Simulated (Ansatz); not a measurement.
`C=NC(=C)F` + H₂S → `C=C(F)S` + `C=N`  (substitution at a C–N bond)

Gas-phase electronic energies from Ansatz, PBE0-D4/def2-TZVP geometries. CCSD(T)/CBS adds triple-zeta CCSD(T) − MP2 to the extrapolated MP2 energy (def2 sets, frozen cores). This one scheme is used for every species. DFT in def2-TZVPP. B3LYP here is the variant with VWN-RPA as its local correlation; programs differ in this. HSE06 is defined as in plane-wave codes. Each species was taken in one conformer, which may not be the lowest.

```json
{"level": "BLYP-D4", "ΔE (kcal/mol)": "9.0", "difference from CCSD(T)/CBS": "0.6"}
{"level": "B97M-V", "ΔE (kcal/mol)": "9.9", "difference from CCSD(T)/CBS": "1.5"}
{"level": "HSE06-D4", "ΔE (kcal/mol)": "9.3", "difference from CCSD(T)/CBS": "0.9"}
{"level": "ωB97X-V", "ΔE (kcal/mol)": "8.4", "difference from CCSD(T)/CBS": "0.0"}
{"level": "revPBE", "ΔE (kcal/mol)": "8.1", "difference from CCSD(T)/CBS": "-0.3"}
{"level": "r2SCAN", "ΔE (kcal/mol)": "9.7", "difference from CCSD(T)/CBS": "1.3"}
{"level": "B3LYP", "ΔE (kcal/mol)": "9.4", "difference from CCSD(T)/CBS": "1.0"}
{"level": "r2SCANh", "ΔE (kcal/mol)": "9.7", "difference from CCSD(T)/CBS": "1.3"}
{"level": "r2SCAN0", "ΔE (kcal/mol)": "9.8", "difference from CCSD(T)/CBS": "1.4"}
{"level": "HSE06", "ΔE (kcal/mol)": "9.3", "difference from CCSD(T)/CBS": "0.9"}
{"level": "MP2/def2-SVP", "ΔE (kcal/mol)": "12.0", "difference from CCSD(T)/CBS": "3.6"}
{"level": "CCSD/def2-TZVPP", "ΔE (kcal/mol)": "8.9", "difference from CCSD(T)/CBS": "0.5"}
{"level": "CCSD(T)/def2-TZVPP", "ΔE (kcal/mol)": "9.0", "difference from CCSD(T)/CBS": "0.6"}
{"level": "SCS-MP2/def2-QZVPP", "ΔE (kcal/mol)": "7.7", "difference from CCSD(T)/CBS": "-0.7"}
{"level": "HF/CBS(def2)", "ΔE (kcal/mol)": "9.9", "difference from CCSD(T)/CBS": "1.5"}
{"level": "MP2/CBS(def2)", "ΔE (kcal/mol)": "7.9", "difference from CCSD(T)/CBS": "-0.5"}
{"level": "CCSD(T)/CBS", "ΔE (kcal/mol)": "8.4", "difference from CCSD(T)/CBS": "0"}
```

What do rigid-rotor, harmonic-oscillator terms from PBE0-D4/def2-TZVP frequencies (298.15 K, 1 bar) make of the CCSD(T)/CBS value? (Estimate.)

The calculation gave: ΔZPE = +1.5 kcal/mol, ΔH = +9.8 kcal/mol, ΔS = 18 J/(mol·K), ΔG = +8.5 kcal/mol.

Largest T1 diagnostic among the species: 0.013.

In def2-TZVPP, CCSD(T) changes the Hartree–Fock value by −1.0 kcal/mol (the triples alone add +0.1 kcal/mol) and MP2 by −1.5 kcal/mol. Leaving LDA and LC-ωPBE aside and taking each functional with its dispersion term where it has one, the values, not all of them listed here, spread over 1.8 kcal/mol, from ωB97M-V to B97M-V. LDA lies +2.7 kcal/mol from PBE without D4.
